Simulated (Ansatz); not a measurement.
Relaxation of H7OPSi (10 atoms, charge 0, multiplicity 1), to a largest force component of 0.03 eV/Å in at most 50 steps.

Level of theory: RKS BHLYP/6-31G* in Ansatz.

```xyz
10
Properties=species:S:1:pos:R:3
Si -0.063 0.106 0.107
O -0.199 0.229 1.764
H -1.047 0.010 2.155
H 1.353 0.281 -0.225
H -0.825 1.193 -0.551
H -0.600 -1.161 -0.419
P 1.709 -2.627 1.108
H 0.459 -3.086 0.651
H 2.034 -1.973 -0.090
H 1.202 -1.484 1.763
```

**Question.** Where does it end, and by what steps?

**Answer.** The run converged. The force dipped under the threshold on the way, but the program's further checks kept it going. After 23 steps the energy has fallen by 0.283 eV; H9 moved furthest, 1.36 Å.

```json
{"step": "0", "energy less start (eV)": "0.0000", "largest force component (eV/Å)": "0.697", "accepted": "yes"}
{"step": "1", "energy less start (eV)": "-0.1827", "largest force component (eV/Å)": "0.348", "accepted": "yes"}
{"step": "2", "energy less start (eV)": "-0.2460", "largest force component (eV/Å)": "0.184", "accepted": "yes"}
{"step": "3", "energy less start (eV)": "-0.2204", "largest force component (eV/Å)": "1.346", "accepted": "no"}
{"step": "4", "energy less start (eV)": "-0.2567", "largest force component (eV/Å)": "0.149", "accepted": "yes"}
{"step": "5", "energy less start (eV)": "-0.2627", "largest force component (eV/Å)": "0.108", "accepted": "yes"}
{"step": "6", "energy less start (eV)": "-0.2645", "largest force component (eV/Å)": "0.090", "accepted": "yes"}
{"step": "7", "energy less start (eV)": "-0.2673", "largest force component (eV/Å)": "0.123", "accepted": "yes"}
{"step": "8", "energy less start (eV)": "-0.2710", "largest force component (eV/Å)": "0.068", "accepted": "yes"}
{"step": "9", "energy less start (eV)": "-0.2708", "largest force component (eV/Å)": "0.224", "accepted": "no"}
{"step": "10", "energy less start (eV)": "-0.2642", "largest force component (eV/Å)": "0.275", "accepted": "no"}
{"step": "11", "energy less start (eV)": "-0.2724", "largest force component (eV/Å)": "0.026", "accepted": "yes"}
{"step": "12", "energy less start (eV)": "-0.2735", "largest force component (eV/Å)": "0.113", "accepted": "yes"}
{"step": "13", "energy less start (eV)": "-0.2747", "largest force component (eV/Å)": "0.076", "accepted": "yes"}
{"step": "14", "energy less start (eV)": "-0.2767", "largest force component (eV/Å)": "0.058", "accepted": "yes"}
{"step": "15", "energy less start (eV)": "-0.2771", "largest force component (eV/Å)": "0.179", "accepted": "yes"}
{"step": "16", "energy less start (eV)": "-0.2785", "largest force component (eV/Å)": "0.067", "accepted": "yes"}
{"step": "17", "energy less start (eV)": "-0.2792", "largest force component (eV/Å)": "0.013", "accepted": "yes"}
{"step": "18", "energy less start (eV)": "-0.2799", "largest force component (eV/Å)": "0.025", "accepted": "yes"}
{"step": "19", "energy less start (eV)": "-0.2774", "largest force component (eV/Å)": "0.217", "accepted": "no"}
{"step": "20", "energy less start (eV)": "-0.2808", "largest force component (eV/Å)": "0.070", "accepted": "yes"}
{"step": "21", "energy less start (eV)": "-0.2810", "largest force component (eV/Å)": "0.083", "accepted": "yes"}
{"step": "22", "energy less start (eV)": "-0.2817", "largest force component (eV/Å)": "0.067", "accepted": "yes"}
{"step": "23", "energy less start (eV)": "-0.2826", "largest force component (eV/Å)": "0.019", "accepted": "yes"}
```

```xyz
10
Properties=species:S:1:pos:R:3
Si -0.479 0.698 -0.135
O -0.175 0.154 1.396
H -0.914 0.067 1.994
H 0.829 0.824 -0.793
H -1.161 2.010 -0.121
H -1.330 -0.243 -0.895
P 2.036 -3.192 1.684
H 1.119 -3.958 0.934
H 2.828 -2.857 0.567
H 1.268 -2.013 1.632
```

Whether the end is a true minimum wasn't checked by a vibrational analysis.

Run time: 65 s on 1 thread of Arm Neoverse V1 (shared host), peak memory 0.14 GiB.
